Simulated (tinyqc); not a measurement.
MP2 on RHF in the sto-6g basis, frozen core, for BH3, spin multiplicity 1, step by step (part 2 of 2). Computed by tinyqc, a small Python program that keeps every step (integrals from PySCF). Command: `OMP_NUM_THREADS=1 python tinyqc.py 27750 27751 out.jsonl` (the two numbers bound the seeds that draw the settings). One thread of a shared host (Intel(R) Xeon(R) Processor @ 2.60GHz), about 0.2 s of CPU time with the checks.

Geometry (angstrom):
```
atom,x,y,z
B,0.0000,0.0000,0.0130
H,1.1620,0.0000,0.0000
H,-0.5810,1.0060,0.0000
H,-0.5810,-1.0060,0.0000
```

## Integrals over molecular orbitals

coefficients C:
```
,MO1,MO2,MO3,MO4,MO5,MO6,MO7,MO8
1B 1s,0.9942,-0.2206,0.0000,-0.0001,-0.0042,-0.2457,0.0010,0.0000
1B 2s,0.0251,0.5418,0.0000,0.0002,0.0199,1.5217,-0.0068,0.0000
1B 2px,0.0000,-0.0001,0.0000,0.5096,0.0000,0.0050,1.2110,0.0000
1B 2py,0.0000,0.0000,0.5096,0.0000,0.0000,0.0000,0.0000,1.2110
1B 2pz,-0.0001,-0.0022,0.0000,0.0000,0.9998,-0.0234,0.0001,0.0000
2H 1s,-0.0045,0.2830,0.0000,0.5140,-0.0062,-0.7681,-1.0164,0.0000
3H 1s,-0.0045,0.2832,0.4450,-0.2569,-0.0062,-0.7618,0.5133,-0.8832
4H 1s,-0.0045,0.2832,-0.4450,-0.2569,-0.0062,-0.7618,0.5133,0.8832
```

core Hamiltonian H = T + V (hartree), lower triangle:
```
,1B 1s,1B 2s,1B 2px,1B 2py,1B 2pz,2H 1s,3H 1s,4H 1s
1B 1s,-13.8108
1B 2s,-3.4400,-4.6879
1B 2px,0.0000,0.0001,-4.0003
1B 2py,0.0000,0.0000,0.0000,-4.0003
1B 2pz,0.0007,0.0056,0.0000,0.0000,-3.8112
2H 1s,-0.9626,-2.1070,-1.8718,0.0000,0.0221,-3.2370
3H 1s,-0.9632,-2.1078,0.9364,-1.6213,0.0222,-0.5218,-3.2376
4H 1s,-0.9632,-2.1078,0.9364,1.6213,0.0222,-0.5218,-0.5222,-3.2376
```

Given earlier and not repeated: Two-electron integrals (ij|kl) in chemists' order.

(pq|rs) = sum C_ip C_jq C_kr C_ls (ij|kl), one index at a time.

one-electron integrals over orbitals h = C^T H C (hartree), lower triangle:
```
,1,2,3,4,5,6,7,8
1,-13.7980
2,0.3027,-3.8342
3,0.0000,0.0000,-3.5850
4,0.0001,0.0001,0.0000,-3.5849
5,0.0066,-0.0030,0.0000,0.0000,-3.8110
6,0.3227,-0.6166,0.0000,-0.0029,0.0106,-2.9973
7,-0.0014,0.0028,0.0000,-0.6222,0.0000,-0.0007,-3.1665
8,0.0000,0.0000,-0.6221,0.0000,0.0000,0.0000,0.0000,-3.1665
```

Two-electron integrals over orbitals (pq|rs), unique and non-zero (hartree); the lowest 1 orbital is frozen and left out:
```
p,q,r,s,(pq|rs)
2,2,2,2,0.4463
3,2,3,2,0.1223
3,3,2,2,0.4437
3,3,3,3,0.4977
4,2,2,2,-8.13e-05
4,2,3,3,-0.0633
4,2,4,2,0.1223
4,3,3,2,-0.0632
4,3,4,3,0.0491
4,4,2,2,0.4437
4,4,3,3,0.3994
4,4,4,2,0.0633
4,4,4,4,0.4977
5,2,2,2,-0.0006
5,2,3,3,-3.54e-04
5,2,4,2,2.56e-08
5,2,4,4,-3.54e-04
5,2,5,2,0.0692
5,3,3,2,-4.27e-04
5,3,4,3,4.38e-04
5,3,5,3,0.0183
5,4,2,2,2.96e-07
5,4,3,3,4.38e-04
5,4,4,2,-4.27e-04
5,4,4,4,-4.38e-04
5,4,5,2,1.19e-05
5,4,5,4,0.0182
5,5,2,2,0.4649
5,5,3,3,0.4390
5,5,4,2,-6.82e-06
5,5,4,4,0.4389
5,5,5,2,0.0032
5,5,5,4,1.38e-06
5,5,5,5,0.5871
6,2,2,2,0.0414
6,2,3,3,0.0220
6,2,4,2,-2.65e-06
6,2,4,4,0.0218
6,2,5,2,-2.13e-04
6,2,5,4,3.39e-06
6,2,5,5,0.1067
6,2,6,2,0.0705
6,3,3,2,-0.0422
6,3,4,3,0.0397
6,3,5,3,0.0005
6,3,6,3,0.0578
6,4,2,2,2.31e-04
6,4,3,3,0.0400
6,4,4,2,-0.0427
6,4,4,4,-0.0398
6,4,5,2,5.70e-06
6,4,5,4,0.0005
6,4,5,5,4.42e-04
6,4,6,2,4.86e-04
6,4,6,4,0.0583
6,5,2,2,-0.0013
6,5,3,3,-0.0006
6,5,4,2,7.80e-06
6,5,4,4,-0.0006
6,5,5,2,0.0663
6,5,5,4,8.65e-05
6,5,5,5,4.62e-04
6,5,6,2,-0.0020
6,5,6,4,-5.14e-06
6,5,6,5,0.0700
6,6,2,2,0.4450
6,6,3,3,0.4442
6,6,4,2,0.0009
6,6,4,4,0.4451
6,6,5,2,-0.0024
6,6,5,4,-5.28e-06
6,6,5,5,0.4672
6,6,6,2,0.0297
6,6,6,4,-2.52e-04
6,6,6,5,-0.0030
6,6,6,6,0.4643
7,2,2,2,-1.86e-04
7,2,3,3,0.0255
7,2,4,2,-0.0043
7,2,4,4,-0.0257
7,2,5,2,2.81e-07
7,2,5,4,0.0008
7,2,5,5,-4.76e-04
7,2,6,2,-1.20e-04
7,2,6,4,0.0458
7,2,6,5,9.51e-06
7,2,6,6,-2.20e-04
7,2,7,2,0.0488
7,3,3,2,0.0529
7,3,4,3,-0.0239
7,3,5,3,-3.86e-04
7,3,6,3,-0.0299
7,3,7,3,0.0373
7,4,2,2,0.0452
7,4,3,3,0.0533
7,4,4,2,-0.0525
7,4,4,4,0.0062
7,4,5,2,0.0014
7,4,5,4,3.83e-04
7,4,5,5,0.0953
7,4,6,2,0.0670
7,4,6,4,0.0301
7,4,6,5,-3.85e-04
7,4,6,6,0.0283
7,4,7,2,0.0089
7,4,7,4,0.1044
7,5,2,2,4.51e-06
7,5,3,3,-0.0009
7,5,4,2,0.0018
7,5,4,4,0.0009
7,5,5,2,-2.89e-04
7,5,5,4,0.0163
7,5,5,5,-2.42e-06
7,5,6,2,9.74e-06
7,5,6,4,-0.0006
7,5,6,5,-2.16e-04
7,5,6,6,2.65e-05
7,5,7,2,2.48e-04
7,5,7,4,-0.0008
7,5,7,5,0.0199
7,6,2,2,-3.65e-06
7,6,3,3,-0.0574
7,6,4,2,0.1094
7,6,4,4,0.0575
7,6,5,2,1.20e-05
7,6,5,4,-0.0006
7,6,5,5,3.45e-05
7,6,6,2,3.08e-05
7,6,6,4,-0.0454
7,6,6,5,1.86e-05
7,6,6,6,0.0010
7,6,7,2,-0.0100
7,6,7,4,-0.0535
7,6,7,5,0.0016
7,6,7,6,0.1116
7,7,2,2,0.4620
7,7,3,3,0.4301
7,7,4,2,0.0271
7,7,4,4,0.4943
7,7,5,2,4.73e-04
7,7,5,4,-4.91e-04
7,7,5,5,0.4796
7,7,6,2,0.0448
7,7,6,4,-0.0363
7,7,6,5,-2.96e-04
7,7,6,6,0.4722
7,7,7,2,-0.0316
7,7,7,4,0.0424
7,7,7,5,2.47e-04
7,7,7,6,0.0283
7,7,7,7,0.5326
8,2,3,2,-0.0043
8,2,4,3,0.0256
8,2,5,3,0.0008
8,2,6,3,0.0458
8,2,7,3,-0.0096
8,2,8,2,0.0488
8,3,2,2,0.0451
8,3,3,3,0.0060
8,3,4,2,0.0527
8,3,4,4,0.0535
8,3,5,2,0.0014
8,3,5,4,-3.84e-04
8,3,5,5,0.0953
8,3,6,2,0.0670
8,3,6,4,-0.0297
8,3,6,5,-3.78e-04
8,3,6,6,0.0291
8,3,7,2,-0.0097
8,3,7,4,0.0351
8,3,7,5,0.0008
8,3,7,6,0.0539
8,3,7,7,0.0636
8,3,8,3,0.1047
8,4,3,2,0.0527
8,4,4,3,-0.0237
8,4,5,3,-3.84e-04
8,4,6,3,-0.0297
8,4,7,3,0.0328
8,4,8,2,-0.0094
8,4,8,4,0.0370
8,5,3,2,0.0018
8,5,4,3,-0.0009
8,5,5,3,0.0163
8,5,6,3,-0.0006
8,5,7,3,0.0008
8,5,8,2,2.48e-04
8,5,8,4,0.0008
8,5,8,5,0.0199
8,6,3,2,0.1092
8,6,4,3,-0.0571
8,6,5,3,-0.0006
8,6,6,3,-0.0446
8,6,7,3,0.0539
8,6,8,2,-0.0098
8,6,8,4,0.0537
8,6,8,5,0.0016
8,6,8,6,0.1111
8,7,3,2,-0.0285
8,7,4,3,0.0328
8,7,5,3,4.98e-04
8,7,6,3,0.0370
8,7,7,3,-0.0115
8,7,8,2,0.0316
8,7,8,4,-0.0114
8,7,8,5,-2.66e-04
8,7,8,6,-0.0294
8,7,8,7,0.0346
8,8,2,2,0.4620
8,8,3,3,0.4948
8,8,4,2,-0.0280
8,8,4,4,0.4296
8,8,5,2,4.73e-04
8,8,5,4,4.97e-04
8,8,5,5,0.4796
8,8,6,2,0.0451
8,8,6,4,0.0371
8,8,6,5,-2.98e-04
8,8,6,6,0.4717
8,8,7,2,0.0313
8,8,7,4,0.0639
8,8,7,5,-2.58e-04
8,8,7,6,-0.0291
8,8,7,7,0.4646
8,8,8,3,0.0417
8,8,8,8,0.5331
```

## Second-order Moller-Plesset energy

orbital energies (hartree): MO1 -7.5233, MO2 -0.6774, MO3 -0.4744, MO4 -0.4744, MO5 0.2328, MO6 0.7217, MO7 0.7692, MO8 0.7692

Hartree-Fock energy = -26.331006 hartree

E2 = sum_ijab (ia|jb) [2 (ia|jb) - (ib|ja)] / (e_i + e_j - e_a - e_b) over occupied i, j and virtual a, b; the opposite-spin part is (ia|jb)^2 / denominator, the rest is same-spin, and SCS-MP2 scales them by 6/5 and 1/3.

Terms (the 40 largest of 74):
```
i,j,a,b,(ia|jb),(ib|ja),denominator,term
3,3,8,8,0.1047,0.1047,-2.4871,-0.0044
4,4,7,7,0.1044,0.1044,-2.4870,-0.0044
2,2,5,5,0.0692,0.0692,-1.8203,-0.0026
2,4,6,7,0.0670,0.0458,-2.6426,-0.0022
4,2,7,6,0.0670,0.0458,-2.6426,-0.0022
2,3,6,8,0.0670,0.0458,-2.6426,-0.0022
3,2,8,6,0.0670,0.0458,-2.6426,-0.0022
2,2,6,6,0.0705,0.0705,-2.7981,-0.0018
4,4,6,6,0.0583,0.0583,-2.3921,-0.0014
3,3,6,6,0.0578,0.0578,-2.3921,-0.0014
2,2,8,8,0.0488,0.0488,-2.8931,-0.0008
2,2,7,7,0.0488,0.0488,-2.8931,-0.0008
3,3,7,7,0.0373,0.0373,-2.4871,-0.0006
4,4,8,8,0.0370,0.0370,-2.4871,-0.0006
3,4,8,7,0.0351,0.0328,-2.4871,-0.0005
4,3,7,8,0.0351,0.0328,-2.4871,-0.0005
4,2,6,7,0.0458,0.0670,-2.6426,-4.27e-04
2,4,7,6,0.0458,0.0670,-2.6426,-4.27e-04
3,2,6,8,0.0458,0.0670,-2.6426,-4.25e-04
2,3,8,6,0.0458,0.0670,-2.6426,-4.25e-04
3,4,7,8,0.0328,0.0351,-2.4871,-4.02e-04
4,3,8,7,0.0328,0.0351,-2.4871,-4.02e-04
4,4,6,7,0.0301,0.0301,-2.4396,-3.70e-04
4,4,7,6,0.0301,0.0301,-2.4396,-3.70e-04
3,3,6,7,-0.0299,-0.0299,-2.4396,-3.67e-04
3,3,7,6,-0.0299,-0.0299,-2.4396,-3.67e-04
3,4,6,8,-0.0297,-0.0297,-2.4396,-3.61e-04
4,3,8,6,-0.0297,-0.0297,-2.4396,-3.61e-04
4,3,6,8,-0.0297,-0.0297,-2.4396,-3.60e-04
3,4,8,6,-0.0297,-0.0297,-2.4396,-3.60e-04
3,3,5,5,0.0183,0.0183,-1.4143,-2.36e-04
4,4,5,5,0.0182,0.0182,-1.4143,-2.35e-04
2,3,7,8,-0.0097,-0.0096,-2.6901,-3.55e-05
3,2,8,7,-0.0097,-0.0096,-2.6901,-3.55e-05
3,2,7,8,-0.0096,-0.0097,-2.6901,-3.42e-05
2,3,8,7,-0.0096,-0.0097,-2.6901,-3.42e-05
2,4,8,8,-0.0094,-0.0094,-2.6901,-3.31e-05
4,2,8,8,-0.0094,-0.0094,-2.6901,-3.31e-05
4,2,7,7,0.0089,0.0089,-2.6900,-2.98e-05
2,4,7,7,0.0089,0.0089,-2.6900,-2.98e-05
```

Pair energies (hartree; pair i-j sums ij and ji):
```
pair,opposite spin,same spin
2-2,-0.0061,0
3-2,-0.0051,-3.41e-04
3-3,-0.0073,0
4-2,-0.0051,-3.41e-04
4-3,-0.0033,-4.31e-06
4-4,-0.0073,0
```

MP2 correlation energy = -0.034954 hartree

SCS-MP2 correlation energy = -0.041350 hartree

MP2 total energy = -26.365960 hartree
